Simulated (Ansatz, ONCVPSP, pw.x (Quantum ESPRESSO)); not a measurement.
# Equation-of-state test of one ONCV potential (Tc (Z = 43))

technetium (Tc), optimised norm-conserving Vanderbilt (ONCV), made with ONCVPSP 4.0.1 (PBEsol, scalar-relativistic). Core [Ar] 3d10, reference 4s2 4p6 4d5 5s2. Waves: 4s+5s: rc 1.65 bohr, ncon 4, nbas 7, qcut 6.8 1/bohr, 2 projectors; 4p: rc 1.55 bohr, ncon 4, nbas 9, qcut 7.2 1/bohr, 2 projectors, debl 3.1 Ha; 4d: rc 2.35 bohr, ncon 4, nbas 8, qcut 7.8 1/bohr, 1 projector. Local part: polynomial inside 1.55 bohr (lpopt 5, dvloc0 6 Ha). Core correction: Teter function, fcfact 6, rcfact 1.75.

Crystal test: bcc Tc in pw.x 7.5, no spin, 15³ k-points, Fermi–Dirac smearing 0.01 Ry, cutoffs 55/220 Ry. The reference is all-electron LAPW (Ansatz 0.2.0) with the same functional, mesh and smearing; V0 and B0 come from Birch–Murnaghan fits to the pressures at five volumes. Errors are pseudo minus all-electron; Δ is the rms difference of the E(V) curves that follow from these fits, minima aligned, over ±6 % about the mean V0. Mesh and smearing are coarse, so the numbers serve the comparison and aren't converged zero-temperature values; the lattice is a test structure that the element need not adopt.

| V (Å³/atom) | P all-electron (GPa) | P pseudo (GPa) |
| --- | --- | --- |
| 13.494 | 18.26 | 22.48 |
| 13.849 | 8.52 | 12.30 |
| 14.204 | 0.02 | 3.42 |
| 14.559 | -7.38 | -4.32 |
| 14.914 | -13.82 | -11.06 |

All-electron: a0 = 3.051 Å (V0 = 14.20 Å³/atom), B0 = 316.6 GPa.

Pseudopotential: mean pressure error (GPa): +3.45; a0 (Å): 3.062; a0 error (%): +0.35; B0 error (%): -0.3; Δ (meV/atom): 10.4.

**Question.** At the middle volume, how do free energy and pressure move when the wave cutoff is lowered (ecutrho kept at four times it)?

**Answer.**

```
cutoff (Ry)  shift of F (meV/atom)  shift of P (GPa)
         25                +4016.6           -174.73
         33                 +578.0            -35.01
         44                  +31.8             -2.99
```

The 8 pw.x runs together took about 42 s on one core of a shared server CPU.
